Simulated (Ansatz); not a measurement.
**Relaxing NbFe3Sn**

Theory: DFT PBE, scalar-relativistic, plane waves, PAW (Ansatz 0.2.0). Cutoff 420 eV, Γ-centred k mesh, Gaussian smearing, collinear spin, first started from parallel moments.

This is the end of a relaxation of cell and atoms.

```
Nb Fe Sn
1.0
     4.65889    0.00000    0.00000
     0.00000    4.65889    0.00000
     0.00000    0.00000    4.65889
Nb Fe Sn
1 3 1
Cartesian
  0.0000 0.0000 0.0000
  0.0000 2.3294 2.3294
  2.3294 0.0000 2.3294
  2.3294 2.3294 0.0000
  2.3294 2.3294 2.3294
```

Formation energies are uncorrected and refer to the elements' standard structures at the same level.

What space group does it have?

Pm-3m (No. 221). Conventional cell: a = 4.659 Å. Nb has 12 Fe at 3.29 Å; Fe has 2 Sn at 2.33 Å; Sn has 6 Fe at 2.33 Å.

How far does it lie from the elements in energy?

1.55 eV/atom.

Is it a metal?

Yes, bands cross the Fermi level on the 8×8×8 mesh.

What net moment does it keep?

1.09 μB per atom, with site moments up to 2.58 μB.

The final run used a 8×8×8 mesh on its 5-atom cell and 0.10 eV smearing. The k mesh leaves about 4 meV/atom of noise in metals. The cell came from a trial start, so NbFe3Sn may not exist in this structure.

Cost: 3 runs of about 2.3 core-minutes in all, on Arm Neoverse V2 (shared hosts).